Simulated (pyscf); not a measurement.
Optimised with ωB97X-D3(BJ)/def2-SVP in PySCF.

For the elementary gas-phase step H₃Si–SiH₂–SiH₃ (SMILES [SiH3][SiH2][SiH3]) + H• (SMILES [H]) → •H₂Si–SiH₂–SiH₃ (SMILES [SiH2][SiH2][SiH3]) + H₂ (SMILES [H][H]) (doublet surface; H–Si broken, H–H formed), what barrier and reaction energy does ωB97M-D3(BJ)/def2-TZVP give, measured from the separated reactants?

ΔE‡ = 4.0 kcal/mol, ΔE = -15.2 kcal/mol. Zero-point energy shifts the barrier by -0.6 kcal/mol. It is a hydrogen abstraction, with an imaginary mode of 886i cm⁻¹. One saddle was located; it need not be the lowest between these sides. The angle at the transferred H is 177°.
